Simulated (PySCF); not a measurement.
Bond stretch in H₂, singlet.

Levels: RHF/6-31G (PySCF); UCCSD(T) = CCSD(T) on UHF/6-31G (PySCF 2.14.0).

Energies relative to the lowest point of each curve near equilibrium, in kJ/mol:

```csv
R / Å,RHF
0.59,52.3
0.72,0.0
0.75,0.5
0.76,1.4
0.80,8.0
0.86,24.9
0.93,51.9
1.13,149.7
1.36,269.6
1.62,395.9
2.22,627.8
2.58,728.7
```

**Question.** What does UCCSD(T) give at the same points?

**Answer.** 0.59: 60.7; 0.72: 1.2; 0.75: 0.0; 0.76: 0.3; 0.80: 4.4; 0.86: 17.3; 0.93: 39.2; 1.13: 118.5; 1.36: 208.8; 1.62: 289.5; 2.22: 381.9; 2.58: 398.5 (kJ/mol).

The restricted form behind RHF keeps the bonding electrons paired and can't separate into open-shell fragments. The unrestricted determinant behind UCCSD(T) is spin-contaminated at 1.22 to 2.99 Å (<S²> up to 1.0, against 0.00 for a pure singlet).
